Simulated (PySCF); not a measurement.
C3H7, SMILES [CH](C)C (connectivity only; charge and spin as stated), charge +1, multiplicity 1.

Geometry optimised at PBE-D3(BJ)/def2-TZVP. The multiplicity is an assumed one; other spin states were not compared. The isomer is the one that the SMILES or the coordinates give; other isomers of the formula were not compared.

Computed with SMD-M06-2X/6-31G* (PySCF).

Solvation free energies are E(SMD) − E(gas) at the gas-phase geometry, for 1 M in both phases.

Q: Rank water, 2-propanol, cyclohexanone by solvation free energy, most negative first.

A: 2-propanol (-66.6 kcal/mol), water (-66.1 kcal/mol), cyclohexanone (-65.6 kcal/mol)
